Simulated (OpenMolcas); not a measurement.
# revPBE/6-31G (RICD fitting, fitting threshold 1e-05) run of NO2F (nitryl fluoride), part 2 of 2

OpenMolcas 26.06. Earlier steps stand in the parts before.

**3. The distorted shape, same level**

geom.xyz

```xyz
4

O      0.228258     0.748066     1.612517
N      0.109710    -0.098240     0.122020
O      0.475520    -1.064170    -0.373030
F     -0.773970     0.696460    -0.864650
```

job.input

```
&GATEWAY
BasLib
$CurrDir
Coord
geom.xyz
Basis
6-31G
Group
NoSym
RICD
CDThreshold
1e-05
&SEWARD
&SCF
KSDFT
revPBE
PrOrbitals
1 1
```

The basis set 6-31G is read from a file made from the Basis Set Exchange's data (not shown).

Launch:

```
$ export MOLCAS_MEM=1860
$ pymolcas job.input > job.log
```

Standard output:

```text
--- Start Module: gateway ---

                                              &GATEWAY

                       available to each process: 1.9 GB of memory, 1 thread

 Basis Set     1 Label: O.6-31G
 Basis set is read from library:.
 basistype.tbl is not found

 Basis Set     2 Label: N.6-31G
 Basis set is read from library:.
 basistype.tbl is not found

 Basis Set     3 Label: O.6-31G
 Basis set is read from library:.
 basistype.tbl is not found

 Basis Set     4 Label: F.6-31G
 Basis set is read from library:.
 basistype.tbl is not found

++    Symmetry information:
      ---------------------

                    Character Table for C1

                             E
                    a        1  x, y, xy, Rz, z, xz, Ry, yz, Rx, I
--

++    Basis set information:
      ----------------------

      Basis set label: O.6-31G.........

      Electronic valence basis set:
      ------------------
      Associated Effective Charge   8.000000 au
      Associated Actual Charge      8.000000 au
      Nuclear Model: Point charge

      Shell  nPrim  nBasis  Cartesian Spherical Contaminant
         s      10       3        X
         p       4       2        X

      Basis set label: N.6-31G.........

      Electronic valence basis set:
      ------------------
      Associated Effective Charge   7.000000 au
      Associated Actual Charge      7.000000 au
      Nuclear Model: Point charge

      Shell  nPrim  nBasis  Cartesian Spherical Contaminant
         s      10       3        X
         p       4       2        X

      Basis set label: O.6-31G.........

      Electronic valence basis set:
      ------------------
      Associated Effective Charge   8.000000 au
      Associated Actual Charge      8.000000 au
      Nuclear Model: Point charge

      Shell  nPrim  nBasis  Cartesian Spherical Contaminant
         s      10       3        X
         p       4       2        X

      Basis set label: F.6-31G.........

      Electronic valence basis set:
      ------------------
      Associated Effective Charge   9.000000 au
      Associated Actual Charge      9.000000 au
      Nuclear Model: Point charge

      Shell  nPrim  nBasis  Cartesian Spherical Contaminant
         s      10       3        X
         p       4       2        X
--

++    Molecular structure info:
      -------------------------

                    ************************************************
                    **** Cartesian Coordinates / bohr, angstrom ****
                    ************************************************

     Center  Label                x              y              z                     x              y              z
        1      O1               0.431345       1.413640       3.047216              0.228258       0.748066       1.612517
        2      N2               0.207322      -0.185647       0.230584              0.109710      -0.098240       0.122020
        3      O3               0.898603      -2.010990      -0.704925              0.475520      -1.064170      -0.373030
        4      F4              -1.462591       1.316119      -1.633952             -0.773970       0.696460      -0.864650

                    ***************************************
                    *    InterNuclear Distances / bohr    *
                    ***************************************

               1 O1            2 N2            3 O3            4 F4
    1 O1       0.000000
    2 N2       3.246739        0.000000
    3 O3       5.101468        2.164468        0.000000
    4 F4       5.050726        2.918973        4.184254        0.000000

                    *******************************************
                    *    InterNuclear Distances / angstrom    *
                    *******************************************

               1 O1            2 N2            3 O3            4 F4
    1 O1       0.000000
    2 N2       1.718100        0.000000
    3 O3       2.699580        1.145387        0.000000
    4 F4       2.672729        1.544654        2.214212        0.000000

                    **************************************
                    *    Valence Bond Angles / degree    *
                    **************************************
                          Atom centers                 Phi
                      3 O3       2 N2       4 F4       109.91
--

            Nuclear Potential Energy            108.71156640 au

--- Stop Module: gateway /rc=_RC_ALL_IS_WELL_ ---

--- Start Module: seward ---

                                              &SEWARD

                       available to each process: 1.9 GB of memory, 1 thread

               SEWARD will generate:
                  Multipole Moment integrals up to order  2
                  Kinetic Energy integrals
                  Nuclear Attraction integrals (point charge)
                  One-Electron Hamiltonian integrals
                  Velocity integrals
                  Orbital angular momentum around ( -0.0556   0.1977   0.1485 )
                  Velocity quadrupole around ( -0.0556   0.1977   0.1485 )
                  RI decomposed two-electron repulsion integrals stored Cholesky style
                   - acCD auxiliary basis
                   - CD Threshold:   1.00E-05

                   Integrals are discarded if absolute value <: 1.00E-14
                   Integral cutoff threshold is set to       <: 1.00E-16

            Nuclear Potential Energy            108.71156640 au

      Basis set specifications :
      Symmetry species         a
      Basis functions           36

--- Stop Module: seward /rc=_RC_ALL_IS_WELL_ ---

--- Start Module: scf ---

                                                &SCF

                       available to each process: 1.9 GB of memory, 1 thread

++    Input section:
      --------------

      Header of the integral files:

      Cartesian coordinates in angstrom:
      -----------------------------------------------------
      No.  Label        X            Y            Z
      -----------------------------------------------------
       1   O1         0.22825800   0.74806600   1.61251700
       2   N2         0.10971000  -0.09824000   0.12202000
       3   O3         0.47552000  -1.06417000  -0.37303000
       4   F4        -0.77397000   0.69646000  -0.86465000
      -----------------------------------------------------
      Nuclear repulsion energy =  108.71156640
--

++    Orbital specifications:
      -----------------------

      Symmetry species               1
                                     a
      Frozen orbitals                0
      Occupied orbitals             16
      Secondary orbitals            20
      Deleted orbitals               0
      Total number of orbitals      36
      Number of basis functions     36
--

      Molecular charge                           0.000

      Numerical integration parameters
      --------------------------------
      Radial quadrature type:                         MHL
      Size of radial grid:                            75
      Lebedev angular grid:                           29
      Angular grid pruned with the crowding factor:  3.00E+00
                                 and fading factor:  6.00E+00
      Screening threshold for integral computation:   1.00E-11
      Radial quadrature accuracy:                     1.00E-25
      Maximum batch size:                             128
      AO values are stored on disk
      The same grid will be used for all iterations.

      DFT functional specifications
      -----------------------------
      Using Libxc version: 6.2.2
      Please cite the following reference:
      S. Lehtola, C. Steigemann, M. J.T. Oliveira, and M. A.L. Marques.,  SoftwareX 7, 1–5 (2018) doi:10.1016/j.softx.2017.11.002

      * Revised PBE from Zhang & Yang
        - Y. Zhang and W. Yang.,  Phys. Rev. Lett. 80, 890 (1998) doi:10.1103/PhysRevLett.80.890
      * Perdew, Burke & Ernzerhof
        - J. P. Perdew, K. Burke, and M. Ernzerhof.,  Phys. Rev. Lett. 77, 3865 (1996) doi:10.1103/PhysRevLett.77.3865
        - J. P. Perdew, K. Burke, and M. Ernzerhof.,  Phys. Rev. Lett. 78, 1396 (1997) doi:10.1103/PhysRevLett.78.1396

++    Optimization specifications:
      ----------------------------

      SCF Algorithm: LK-RI/DF
      LK screening threshold:                     4.50E-02
      Local-Exchange (LK) algorithm.
       - the density matrix is decomposed
      D(i)-D(i-1) density differences are used
      Number of density matrices in core                 5
      Maximum number of NDDO SCF iterations            400
      Maximum number of HF SCF iterations              400
      Threshold for SCF energy change             1.00E-09
      Threshold for density matrix                1.00E-04
      Threshold for Fock matrix                   1.50E-04
      Threshold for linear dependence             1.00E-09
      Threshold at which DIIS is turned on        1.50E-01
      Maximum depth in the DIIS procedure                5
      Maximum depth in the BFGS Hessian update          30
      Threshold at which QNR/C2DIIS is turned on  7.50E-02
      Threshold for Norm(delta) (QNR/C2DIIS)      1.00E-03
      All orbitals punched on: SCFORB
--

      Input vectors read from INPORB
      Orbital file label: *Guess orbitals

++ Convergence information
                                   REVPBE     iterations: Energy and convergence statistics

Iter     Tot. REVPBE     One-elec.       Two-elec.     Energy      Max Dij or  Max Fij      DNorm      TNorm      AccCon     Time
         Energy          Energy          Energy        Change      Delta Norm                                                in Sec.
   1  -303.742483993  -664.261138310   251.807087920   0.00E+00    5.70E-01*   2.96E-01*    6.85E+00   9.81E+01   None         0.
   2  -295.576018221  -682.762888898   278.475304280   8.17E+00*   5.00E-01*   1.04E-01*    7.00E+00   1.04E+02   EDIIS        0.
   3  -296.108102628  -666.547996898   261.728327873  -5.32E-01*   5.37E-01*   5.02E-02*    4.96E+00   1.00E+02   EDIIS        0.
   4  -303.907077187  -671.612388285   258.993744702  -7.80E+00*   4.99E-01*   8.55E-02*    2.89E+00   1.00E+02   EDIIS        0.
   5  -304.073222927  -667.790279663   255.005490340  -1.66E-01*   3.91E-01*   8.55E-02*    1.98E+00   9.90E+01   EDIIS        0.
   6  -304.403932336  -669.664922117   256.549423384  -3.31E-01*   1.49E-01*   4.44E-02*    1.50E+00   9.93E+01   EDIIS        0.
   7  -304.608587864  -668.241024227   254.920869967  -2.05E-01*   4.96E-01*   3.90E-02*    6.24E-01   9.92E+01   c2DIIS       0.
   8  -304.370893310  -668.484408883   255.401949176   2.38E-01*   8.52E-02*   2.47E-02*    1.25E+00   9.91E+01   c2DIIS       0.
   9  -304.624082897  -669.274636544   255.938987251  -2.53E-01*   2.52E-02*   5.20E-03*    2.16E-01   9.94E+01   c2DIIS       0.
  10  -304.627891754  -668.828420289   255.488962138  -3.81E-03*   1.55E-01*   1.22E-02*    1.19E-01   9.93E+01   QNRc2DIIS    0.
  11  -304.588580187  -669.499660135   256.199513552   3.93E-02*   1.60E-01*   7.73E-02*    5.40E-01   9.95E+01   QNRc2DIIS    0.
  12  -304.617729268  -668.832316372   255.503020708  -2.91E-02*   9.01E-02*   3.54E-02*    5.49E-01   9.93E+01   QNRc2DIIS    0.
  13  -304.629085940  -668.853332243   255.512679906  -1.14E-02*   1.09E-02*   2.26E-03*    2.98E-01   9.93E+01   QNRc2DIIS    0.
  14  -304.629161961  -668.866204021   255.525475664  -7.60E-05*   3.41E-03*   1.32E-03*    3.96E-02   9.93E+01   QNRc2DIIS    0.
  15  -304.629184457  -668.877899690   255.537148836  -2.25E-05*   7.54E-03*   7.68E-04*    1.23E-02   9.93E+01   QNRc2DIIS    0.
  16  -304.629186281  -668.895452978   255.554700301  -1.82E-06*   3.72E-03*   1.14E-03*    2.90E-02   9.93E+01   QNRc2DIIS    0.
  17  -304.629193106  -668.886580419   255.545820917  -6.83E-06*   2.37E-03*   6.43E-04*    1.42E-02   9.93E+01   QNRc2DIIS    0.
  18  -304.629196613  -668.882148233   255.541385223  -3.51E-06*   9.35E-04    1.15E-04     8.40E-03   9.93E+01   QNRc2DIIS    0.
  19  -304.629196839  -668.890242968   255.549479733  -2.26E-07*   2.45E-04    5.78E-05     3.31E-03   9.93E+01   QNRc2DIIS    0.
  20  -304.629196896  -668.886877889   255.546114597  -5.72E-08*   1.24E-05    3.13E-05     9.28E-04   9.93E+01   QNRc2DIIS    0.
  21  -304.629196898  -668.887181438   255.546418143  -1.78E-09*   9.19E-06    3.03E-05     5.05E-05   9.93E+01   QNRc2DIIS    0.
  22  -304.629196897  -668.887170741   255.546407448   9.66E-10*   1.20E-04    3.25E-05     3.21E-05   9.93E+01   QNRc2DIIS    0.
  23  -304.629196905  -668.887514212   255.546750911  -7.90E-09*   1.72E-06    3.69E-07     4.08E-04   9.93E+01   QNRc2DIIS    0.
  24  -304.629196905  -668.887520106   255.546756804  -2.16E-12    2.86E-07    6.72E-08     6.22E-06   9.93E+01   QNRc2DIIS    0.

       Convergence after  24 Iterations
--

 *****************************************************************************************************************************
 *                                             SCF/KS-DFT Program, Final results                                             *
 *                                                       Final Results                                                       *
 *****************************************************************************************************************************

::    Total KS-DFT energy                            -304.6291969049
      One-electron energy                            -668.8875201059
      Two-electron energy                             255.5467568043
      Nuclear repulsion energy                        108.7115663966
      Kinetic energy (interpolated)                   302.7830937620
      Virial theorem                                    1.0060971143
      Total spin, S(S+1)                                0.0000000000
      Total spin, S                                     0.0000000000
      Max non-diagonal density matrix element           0.0000002906
      Max non-diagonal Fock matrix element              0.0000000226

      All orbitals with orbital energies smaller than  E(LUMO)+0.5 are printed

++    Molecular orbitals:
      -------------------

      Title: RKS-DFT orbitals

      Molecular orbitals for symmetry species 1: a

          Orbital            1         2         3         4         5         6         7         8         9        10
          Energy          -24.3288  -18.9648  -18.8750  -14.3149   -1.2784   -1.0984   -0.8668   -0.6690   -0.5629   -0.5462
          Occ. No.          2.0000    2.0000    2.0000    2.0000    2.0000    2.0000    2.0000    2.0000    2.0000    2.0000

          Orbital           11        12        13        14        15        16        17        18        19        20
          Energy           -0.5258   -0.3673   -0.3669   -0.3534   -0.2820   -0.2615   -0.2006   -0.1935   -0.0876    0.2646
          Occ. No.          2.0000    2.0000    2.0000    2.0000    2.0000    2.0000    0.0000    0.0000    0.0000    0.0000

--

++    Molecular charges:
      ------------------

      Mulliken charges per centre and basis function type
      ---------------------------------------------------

                O1      N2      O3      F4
      1s       3.9902  3.5508  4.0134  3.9985
      2px      1.7065  1.0578  1.3877  1.7097
      2pz      0.9053  1.0513  1.4892  1.6543
      2py      1.5629  0.9272  1.1975  1.7977
      Total    8.1650  6.5870  8.0878  9.1603

      N-E     -0.1650  0.4130 -0.0878 -0.1603

      Total electronic charge=   32.000000

      Total            charge=   -0.000000
--

++    Molecular properties:
      ---------------------

      Charge (e):
                      =   -0.0000
      Dipole Moment (debye):
      Origin of the operator (angstrom)=   -0.0294    0.1046    0.0786
                   X=  3.8265E-01               Y= -1.1815E+00               Z= -7.6527E-01           Total=  1.4588E+00
      Quadrupole Moment (debye*angstrom):
      Origin of the operator (angstrom)=   -0.0294    0.1046    0.0786
                  XX= -2.0429E+01              XY=  7.1455E-01              XZ= -6.9843E-01              YY= -2.1255E+01
                  YZ= -4.7541E-01              ZZ= -2.2062E+01
      In traceless form (debye*angstrom)
                  XX=  1.2294E+00              XY=  1.0718E+00              XZ= -1.0476E+00              YY= -9.3179E-03
                  YZ= -7.1311E-01              ZZ= -1.2201E+00
--

--- Stop Module: scf /rc=_RC_ALL_IS_WELL_ ---
--- Module scf spent 2 seconds ---

.##################.
.# Happy landing! #.
.##################.

    Timing: Wall=3.09 User=2.57 System=0.47
```

Wall time 3.3 s (1 thread of Arm Neoverse V2, shared host); peak memory 0.093 GiB.

**4. What came out**

What follows sums up all 2 parts.

Level: revPBE/6-31G (RICD fitting, fitting threshold 1e-05).

| quantity | value |
| --- | --- |
| first shape: total energy | -304.70424 Eh |
| first shape: dipole moment | 1.15 D |
| first shape: HOMO energy | -8.18 eV |
| first shape: LUMO energy | -3.49 eV |
| first shape: HOMO–LUMO gap | 4.69 eV |
| distorted shape: total energy | -304.62920 Eh |
| distorted shape: dipole moment | 1.46 D |
| distorted shape: HOMO energy | -7.12 eV |
| distorted shape: LUMO energy | -5.46 eV |
| distorted shape: HOMO–LUMO gap | 1.66 eV |
| energy change with the O1–N2 bond stretched from 1.145 to 1.718 Å | 2.042 eV |

**Reading.** With the O1–N2 bond stretched from 1.145 to 1.718 Å the energy rises by 2.04 eV (197 kJ/mol). The first shape isn't relaxed at this level, so the change isn't measured from a minimum. A restricted reference can't describe the breaking bond well at this length. Mulliken charges (first shape) run from -0.22 on F4 to +0.49 on N2. Mulliken charges (distorted shape) run from -0.17 on O1 to +0.41 on N2; they depend strongly on the basis.
